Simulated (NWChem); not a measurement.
# C2H8Si (SiMe2H2) at 3 levels

Aim: a comparison of 3 runs (HF/STO-3G, HF/3-21G, B3LYP/6-31G*) of C2H8Si (SiMe2H2). 

Program for the calculation: NWChem 7.3.0.

## Step 1: The molecule

The species is C2H8Si (11 atoms), meant as a singlet with charge 0. SMILES: `[H][Si]([H])(C)C`. The shape is that of a GFN2-xTB optimisation.

Bond lengths: Si1–C2 1.899 Å, Si1–C6 1.899 Å, C2–H3 1.086 Å, C2–H4 1.087 Å, C2–H5 1.087 Å, C6–H7 1.086 Å, C6–H8 1.087 Å, C6–H9 1.087 Å, Si1–H10 1.469 Å, Si1–H11 1.469 Å. Some angles: C2–Si1–C6 109.3°, Si1–C2–H3 111.2°, Si1–C2–H4 111.5°, Si1–C2–H5 111.4°, C2–Si1–H10 109.7°, C2–Si1–H11 109.5°, C6–Si1–H10 109.6°, C6–Si1–H11 109.7°, Si1–C6–H7 111.2°, Si1–C6–H8 111.5°.

## Step 2: Energy and forces at HF/STO-3G (run 1)

run.py reads:

```python
from ase import Atoms
from ase.calculators.nwchem import NWChem

mol = Atoms('SiCHHHCHHHHH', positions=[
    [-0.626270, -0.005120, -0.445270],
    [-0.628260, -0.001280, 1.453540],
    [-1.641070, 0.025600, 1.844290],
    [-0.101100, 0.861910, 1.850660],
    [-0.147200, -0.890450, 1.851830],
    [1.166350, 0.005860, -1.070880],
    [1.203420, -0.013170, -2.155850],
    [1.719370, -0.857000, -0.709260],
    [1.696370, 0.895550, -0.740980],
    [-1.328090, 1.185900, -0.942840],
    [-1.313520, -1.207820, -0.935220],
])

calc = NWChem(
    label='c2h8si',
    theory='scf',
    memory='2200 mb',
    basis='STO-3G',
    basispar='spherical bse',
    scf={'nopen': '0', 'rhf': None, 'thresh': '1e-08', 'maxiter': '80'},
)
mol.calc = calc

forces = mol.get_forces()
print(f"energy = {mol.get_potential_energy():.6f} eV")
print("forces (eV/A):")
for s, f in zip(mol.symbols, forces):
    print(f"{s:2s} {f[0]:10.5f} {f[1]:10.5f} {f[2]:10.5f}")
print("dipole (e A):", mol.get_dipole_moment().round(4))
```

The run is started by

```console
$ export ASE_NWCHEM_COMMAND="nwchem PREFIX.nwi > PREFIX.nwo"
$ python run.py
```

Output:

```text
energy = -9934.965512 eV
forces (eV/A):
Si   -0.09678    0.00041   -0.06695
C    -0.07374   -0.00447   -0.68798
H     0.12789   -0.00571   -0.06052
H    -0.08094   -0.12964   -0.11843
H    -0.07071    0.13719   -0.11081
C    -0.65378   -0.00201    0.16938
H    -0.01784    0.00252    0.13411
H    -0.14306    0.13539   -0.03995
H    -0.13858   -0.14542   -0.03445
H     0.57876   -1.04222    0.41302
H     0.56873    1.05395    0.40258
dipole (e A): [-0.0033 -0.0001 -0.0023]
```

The calculator wrote c2h8si.nwi:

```
title "c2h8si"

permanent_dir c2h8si

scratch_dir c2h8si

start c2h8si

geometry units angstrom nocenter noautosym noautoz
  Si -6.2626999999999999e-01 -5.1200000000000004e-03 -4.4527000000000000e-01
  C  -6.2826000000000004e-01 -1.2800000000000001e-03 1.4535400000000001e+00
  H  -1.6410700000000000e+00 2.5600000000000001e-02 1.8442900000000000e+00
  H  -1.0110000000000000e-01 8.6190999999999995e-01 1.8506600000000000e+00
  H  -1.4720000000000000e-01 -8.9044999999999996e-01 1.8518300000000001e+00
  C  1.1663500000000000e+00 5.8599999999999998e-03 -1.0708800000000001e+00
  H  1.2034199999999999e+00 -1.3169999999999999e-02 -2.1558500000000000e+00
  H  1.7193700000000001e+00 -8.5699999999999998e-01 -7.0926000000000000e-01
  H  1.6963699999999999e+00 8.9554999999999996e-01 -7.4097999999999997e-01
  H  -1.3280900000000000e+00 1.1859000000000000e+00 -9.4284000000000001e-01
  H  -1.3135200000000000e+00 -1.2078199999999999e+00 -9.3522000000000005e-01
end

memory 2200 mb

basis spherical bse noprint
   * library STO-3G
end

scf
  nopen 0
  rhf
  thresh 1e-08
  maxiter 80
end

task scf gradient
```

c2h8si.nwo (excerpt; [...] marks lines left out):

```text
[...]
      One-electron energy =   -730.204937827600
[... 1 line left out ...]
 Nuclear repulsion energy =    113.540052047275
[... 35 lines left out ...]
                       ROHF Final Molecular Orbital Analysis
[... 187 lines left out ...]
     1   1 0 0     -0.006144      0.000000    -10.301010
[...]
  wavefunction    =   RHF
                         RHF ENERGY GRADIENTS
    atom               coordinates                        gradient
                 x          y          z           x          y          z
   1 Si     -1.183479  -0.009675  -0.841438    0.001882  -0.000008   0.001302
   2 C      -1.187239  -0.002419   2.746792    0.001434   0.000087   0.013379
   3 H      -3.101173   0.048377   3.485203   -0.002487   0.000111   0.001177
[... 7 lines of this table left out ...]
  11 H      -2.482193  -2.282449  -1.767310   -0.011060  -0.020496  -0.007829
[...]
```

Run time: 2 s. Hardware: 1 thread of Intel Xeon 6975P-C (Granite Rapids), shared host; peak memory 0.097 GiB.

## Step 3: Energy and forces at HF/3-21G (run 2)

input.xyz reads:

```xyz
11
C2H8Si hf
Si    -0.626270    -0.005120    -0.445270
C     -0.628260    -0.001280     1.453540
H     -1.641070     0.025600     1.844290
H     -0.101100     0.861910     1.850660
H     -0.147200    -0.890450     1.851830
C      1.166350     0.005860    -1.070880
H      1.203420    -0.013170    -2.155850
H      1.719370    -0.857000    -0.709260
H      1.696370     0.895550    -0.740980
H     -1.328090     1.185900    -0.942840
H     -1.313520    -1.207820    -0.935220
```

run.py reads:

```python
from ase.io import read
from ase.calculators.nwchem import NWChem

molecule = read('input.xyz')

calc = NWChem(
    label='input',
    theory='scf',
    memory='2200 mb',
    basis='3-21G',
    basispar='spherical bse',
    scf={'nopen': '0', 'rhf': None, 'thresh': '1e-08', 'maxiter': '80'},
)
molecule.calc = calc

forces = molecule.get_forces()
e = molecule.get_potential_energy()
print(f"E = {e:.6f} eV")
print("forces (eV/A):")
for s, f in zip(molecule.symbols, forces):
    print(f"{s:2s} {f[0]:10.5f} {f[1]:10.5f} {f[2]:10.5f}")
print("dipole (e A):", molecule.get_dipole_moment().round(4))
```

The run is started by

```console
$ export ASE_NWCHEM_COMMAND="nwchem PREFIX.nwi > PREFIX.nwo"
$ python run.py
```

Output:

```text
E = -9996.504931 eV
forces (eV/A):
Si    0.37435    0.00499    0.26714
C    -0.14856   -0.00036    0.50054
H    -0.01070   -0.00257    0.00802
H     0.00057    0.00643   -0.07513
H     0.00427   -0.00375   -0.06726
C     0.43878    0.00216   -0.29537
H     0.00211    0.00036   -0.01753
H    -0.07281   -0.00216    0.02293
H    -0.07163   -0.00257    0.02386
H    -0.26092    0.32761   -0.18353
H    -0.25546   -0.33013   -0.18368
dipole (e A): [0.0848 0.0006 0.0602]
```

The calculator wrote input.nwi:

```
title "input"

permanent_dir input

scratch_dir input

start input

geometry units angstrom nocenter noautosym noautoz
  Si -6.2626999999999999e-01 -5.1200000000000004e-03 -4.4527000000000000e-01
  C  -6.2826000000000004e-01 -1.2800000000000001e-03 1.4535400000000001e+00
  H  -1.6410700000000000e+00 2.5600000000000001e-02 1.8442900000000000e+00
  H  -1.0110000000000000e-01 8.6190999999999995e-01 1.8506600000000000e+00
  H  -1.4720000000000000e-01 -8.9044999999999996e-01 1.8518300000000001e+00
  C  1.1663500000000000e+00 5.8599999999999998e-03 -1.0708800000000001e+00
  H  1.2034199999999999e+00 -1.3169999999999999e-02 -2.1558500000000000e+00
  H  1.7193700000000001e+00 -8.5699999999999998e-01 -7.0926000000000000e-01
  H  1.6963699999999999e+00 8.9554999999999996e-01 -7.4097999999999997e-01
  H  -1.3280900000000000e+00 1.1859000000000000e+00 -9.4284000000000001e-01
  H  -1.3135200000000000e+00 -1.2078199999999999e+00 -9.3522000000000005e-01
end

memory 2200 mb

basis spherical bse noprint
   * library 3-21G
end

scf
  nopen 0
  rhf
  thresh 1e-08
  maxiter 80
end

task scf gradient
```

input.nwo (excerpt; [...] marks lines left out):

```text
[...]
      One-electron energy =   -731.057855406979
[... 1 line left out ...]
 Nuclear repulsion energy =    113.540052047275
[... 35 lines left out ...]
                       ROHF Final Molecular Orbital Analysis
[... 195 lines left out ...]
     1   1 0 0      0.160340      0.000000    -10.301010
[...]
  wavefunction    =   RHF
                         RHF ENERGY GRADIENTS
    atom               coordinates                        gradient
                 x          y          z           x          y          z
   1 Si     -1.183479  -0.009675  -0.841438   -0.007280  -0.000097  -0.005195
   2 C      -1.187239  -0.002419   2.746792    0.002889   0.000007  -0.009734
   3 H      -3.101173   0.048377   3.485203    0.000208   0.000050  -0.000156
[... 7 lines of this table left out ...]
  11 H      -2.482193  -2.282449  -1.767310    0.004968   0.006420   0.003572
[...]
```

It took 2.1 s on 1 thread of Intel Xeon 6975P-C (Granite Rapids), shared host; peak memory 0.096 GiB.

## Step 4: Energy and forces at B3LYP/6-31G(d) (Cartesian functions) (run 3)

c2h8si.nw reads:

```
start c2h8si
memory 2200 mb
charge 0

geometry units angstroms noautosym nocenter noautoz
  Si   -0.626270   -0.005120   -0.445270
  C    -0.628260   -0.001280    1.453540
  H    -1.641070    0.025600    1.844290
  H    -0.101100    0.861910    1.850660
  H    -0.147200   -0.890450    1.851830
  C     1.166350    0.005860   -1.070880
  H     1.203420   -0.013170   -2.155850
  H     1.719370   -0.857000   -0.709260
  H     1.696370    0.895550   -0.740980
  H    -1.328090    1.185900   -0.942840
  H    -1.313520   -1.207820   -0.935220
end

basis
  * library 6-31G*
end

dft
  xc b3lyp
  mult 1
  grid xfine
  convergence energy 1e-08
  iterations 100
  mulliken
end

task dft gradient
```

The run is started by

```console
$ nwchem c2h8si.nw > c2h8si.out
```

Output (excerpt; [...] marks lines left out):

```text
[...]
          Wavefunction type:  closed shell.
          No. of atoms     :    11
          No. of electrons :    34
[...]
          Charge           :     0
          Spin multiplicity:     1
[...]
          AO basis - number of functions:    65
[...]
              XC Information
              --------------
                         B3LYP Method XC Potential
                     Hartree-Fock (Exact) Exchange  0.200
                        Slater Exchange Functional  0.800 local
                    Becke 1988 Exchange Functional  0.720 non-local
              Lee-Yang-Parr Correlation Functional  0.810
                  VWN I RPA Correlation Functional  0.190 local
[...]
 d= 0,ls=0.0,diis     1   -370.5080512626 -4.84D+02  8.14D-03  3.23D-01     2.9
[...]
 d= 0,ls=0.0,diis     8   -370.5369513789 -2.08D-10  1.29D-07  8.80D-11    21.3
         Total DFT energy =     -370.536951378890
      One electron energy =     -734.062119793665
           Coulomb energy =      284.790096511950
    Exchange-Corr. energy =      -34.804980144451
 Nuclear repulsion energy =      113.540052047275
[...]
      Total Density - Mulliken Population Analysis
     ---------------------------------------------
[...]
  wavefunction    = closed shell
                         DFT ENERGY GRADIENTS
    atom               coordinates                        gradient
                 x          y          z           x          y          z
   1 Si     -1.183479  -0.009675  -0.841438   -0.015040  -0.000150  -0.010713
   2 C      -1.187239  -0.002419   2.746792    0.002377   0.000029   0.007508
   3 H      -3.101173   0.048377   3.485203    0.006479  -0.000114  -0.002692
   4 H      -0.191051   1.628774   3.497240   -0.003205  -0.005483  -0.001310
   5 H      -0.278168  -1.682707   3.499451   -0.002997   0.005575  -0.001419
   6 C       2.204082   0.011074  -2.023670    0.007615   0.000058  -0.000401
   7 H       2.274134  -0.024888  -4.073966   -0.000389   0.000109   0.007098
   8 H       3.249138  -1.619495  -1.340307   -0.002274   0.005389  -0.002521
   9 H       3.205674   1.692344  -1.400249   -0.002131  -0.005457  -0.002354
  10 H      -2.509726   2.241026  -1.781709    0.004825  -0.005847   0.003407
  11 H      -2.482193  -2.282449  -1.767310    0.004741   0.005889   0.003396
[...]
```

Wall time 26 s (1 thread of Intel Xeon 6975P-C (Granite Rapids), shared host); peak memory 0.15 GiB.

## Step 5: The series

```tsv
run	level	Cartesian functions	iteration cap	energy (Eh)	dipole moment (D)	HOMO energy (eV)	LUMO energy (eV)	wall time
1	HF/STO-3G	no	80	-365.103251	0.02	-10.22	13.98	2 s
2	HF/3-21G	no	80	-367.364783	0.50	-11.76	5.28	2.1 s
3	B3LYP/6-31G* (Cartesian functions)	yes	100	-370.536951	0.65	-8.27	1.48	26 s
```

## Step 6: Summary of results

```
                       quantity          value
            run 3: total energy  -370.53695 Eh
           run 3: dipole moment         0.65 D
             run 3: HOMO energy       -8.27 eV
             run 3: LUMO energy        1.48 eV
           run 3: HOMO–LUMO gap        9.75 eV
run 3: largest force on an atom     0.950 eV/Å
```

What this shows: The dipole moment (its size) runs from 0.02 D (HF/STO-3G) to 0.65 D (B3LYP/6-31G*). The two ends differ in method and basis. The two dipoles point in opposite directions. The HOMO–LUMO gap runs from 9.75 eV (B3LYP/6-31G*) to 24.20 eV (HF/STO-3G). In run 1 the basis is minimal, so the values are rough. All runs together took 31 s, the longest 26 s.
